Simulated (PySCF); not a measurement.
BEt2(CCH), C6H11B.
SMILES: `CCB(C#C)CC`

The closed-shell ground state was solved at several levels (PySCF, density fitting, gas phase, non-relativistic). Geometry: PBE0-D3(BJ)/def2-SVP, one conformer, isolated molecule.

```
         level  basis functions  HOMO (eV)  LUMO (eV)  gap (eV)  dipole (D)
PBE0/def2-SVPD              228      -7.60      -1.55      6.05        0.06
   B3LYP/pcJ-1              299      -7.37      -1.72      5.65        0.14
  KT2/pcSseg-1              174      -6.39      -2.53      3.86        0.14
```

Estimate the row for PBE0/pcSseg-1, a basis of 174 functions; the other rows only guide the guess.

HOMO -7.59 eV, LUMO -1.55 eV, gap 6.04 eV, dipole 0.11 D.

How far do the dipole and the HOMO energy spread over the levels?

The dipole runs from 0.06 to 0.14 D (mean 0.11 D) and the HOMO from -7.60 to -6.39 eV.

***

Species: 1,4,5,8-tetraazanaphthalene, C6H4N4.
SMILES: `c1cnc2nccnc2n1`

The closed-shell ground state was solved at several levels (PySCF, density fitting, gas phase, non-relativistic). Isolated species at its PBE0-D3(BJ)/def2-SVP geometry, gas phase. The dipole stays under 0.02 D at every level.

```
        level  basis functions  HOMO (eV)  LUMO (eV)  gap (eV)
PBE0/pcSseg-1              190      -7.19      -2.91      4.28
 KT2/pcSseg-1              190      -5.85      -3.66      2.19
  B3LYP/pcJ-1              310      -6.95      -3.04      3.91
```

(1) Estimate the row for CAM-B3LYP/def2-SVPD, a basis of 232 functions; the other rows only guide the guess.

(2) Over all these levels, which gives the widest orbital gap and which the narrowest?

## Answers

(1) HOMO -8.68 eV, LUMO -1.92 eV, gap 6.76 eV.

(2) CAM-B3LYP/def2-SVPD (range-separated hybrid) has the widest, 6.76 eV, and KT2/pcSseg-1 (GGA) the narrowest, 2.19 eV. Functional and basis both differ between the two, so the spread mixes both effects.
